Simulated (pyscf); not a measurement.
PySCF, gas phase, ωB97X-D3(BJ)/def2-SVP geometries.

**Question.** Estimate by transition-state theory the rate constant of H₂B–NH–SiH₂–NH–SiH₂–NH₂ + hydrogen (H₂) → H₂N–SiH₂–NH–SiH₂–NH₂ + borane (BH₃) (singlet surface; B–N, H–H broken, H–N, B–H formed) at 900 K, with ωB97M-D3(BJ)/def2-TZVP energies (ideal gas, 1 atm, RRHO with modes under 100 cm⁻¹ raised to 100, one conformer, R ln 2 for chiral ones without a mode under 150 cm⁻¹; no tunnelling).

**Answer.** The electronic barrier is 34.8 kcal/mol and the thermal terms add +28.7, so ΔG‡ = 63.5 kcal/mol. With k_BT/h = 1.88e+13 s⁻¹ and RT = 1.788 kcal/mol, and a volume of 1.23e-19 cm³ per molecule at 1 atm, k = 8.6e-22 cm³ molecule⁻¹ s⁻¹. Wigner's tunnelling factor for 1372i cm⁻¹ would be 1.20. A shift of 1 kcal/mol in the barrier changes k by a factor 1.7. On the product side the descent ends in an adduct with a B–N contact, 32.3 kcal/mol under the separated species and 36.5 kcal/mol under the saddle at ωB97X-D3(BJ)/def2-TZVP. What is counted as broken (B–N) persists as a longer contact in the product adduct; parting that adduct is a step of its own. At the saddle there is also a short B–H contact that neither side keeps. One saddle was located; it need not be the lowest between these sides.
